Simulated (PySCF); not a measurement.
Below is a simulated gas-phase P 1s photoelectron spectrum of `[H]/P=P\COC`.

Every computed line was given a Gaussian of 0.4 eV full width at half maximum and an area set by the number of equivalent atoms; the highest printed point is 100. Method: delta-SCF UKS SCAN, pcX-2 on the ionised atom, pcseg-1 elsewhere, spin-free X2C in PySCF.

(binding energy (eV), intensity): (2149.0, 0), (2149.1, 1), (2149.2, 6), (2149.3, 21), (2149.4, 48), (2149.5, 81), (2149.6, 100), (2149.7, 91), (2149.8, 61), (2149.9, 30), (2150.0, 11), (2150.1, 3), (2150.2, 1)

Task: How many maxima does the curve show, and how many computed lines lie under it?

Result: The curve has 1 maximum (at 2149.6 eV). Under it lie 2 lines from 2 inequivalent phosphorus sites. At this width some lines have no maximum of their own.

Task: Decompose the envelope and assign each component. Numbering: `[H]/[P:5]=[P:4]\[CH2:3][O:2][CH3:1]`.

Result: 
| position (eV) | relative area | line | atoms | environment |
| --- | --- | --- | --- | --- |
| 2149.56 | 1 | P 1s | P5 | phosphorus bonded to P and H |
| 2149.68 | 1 | P 1s | P4 | phosphorus bonded to C and P |

Task: What are the centre and the root-mean-square width of the whole band?

Result: The area-weighted mean of the lines is 2149.62 eV. Their own spread about it is 0.06 eV (rms) and each Gaussian has σ = 0.4/2.355 = 0.17 eV; the variances add, which gives 0.18 eV.

Task: Above which line width would these two lines show one maximum?

Result: Two equal Gaussians merge once their distance is under 2σ = FWHM/1.177. With 0.11 eV between them that is a full width over 0.13 eV.

The 2 P 1s values lie within 0.12 eV of each other; Gaussian lines of 0.5 eV full width would blend them into one maximum.

The curve has no shake-up lines and no vibrational structure. The structure is a single PBE0-D3(BJ)/def2-SVP conformer in the gas phase; no vibrational or solvent corrections.

The values belong to the conformer `[H]/[P:5]=[P:4]\[CH2:3][O:2][CH3:1]`: C1–O2–C3–P4 -81°, O2–C3–P4–P5 -17°.
